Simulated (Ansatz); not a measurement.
```yaml
crystal:
  periodic: [false, false, false]
  atoms:
    - {symbol: Al, position_ang: [-0.000007, -0.000028, -0.000807]}
    - {symbol: H, position_ang: [1.825493, -0.637804, 0.703067]}
    - {symbol: H, position_ang: [-1.496187, -0.764444, 1.187326]}
    - {symbol: H, position_ang: [-0.257514, -0.653754, -1.935110]}
    - {symbol: H, position_ang: [-0.071771, 2.056041, 0.045525]}
basis:
  gaussian: {orbitals: 6-31G}
magnetization: {spin_polarized: true, initial_magnetization: 1}
hamiltonian: {xc: {name: HF}}
correlation: {active_space: {window: {electrons: 2, orbitals: 1}}}
accuracy: high
```

```sh
$ ansatz run in.yaml --threads 2 --pin off --events-out ev --progress --plain --max-ram 32768MiB --backend cpu
```

**Question.** How does Ansatz answer? (An estimate is asked.)

**Answer.** Computed: The input was rejected before any iteration.
```
Error: invalid value for `correlation.active_space`: it starts from restricted Hartree–Fock orbitals; set hamiltonian.xc: hf without magnetization.spin_polarized
```
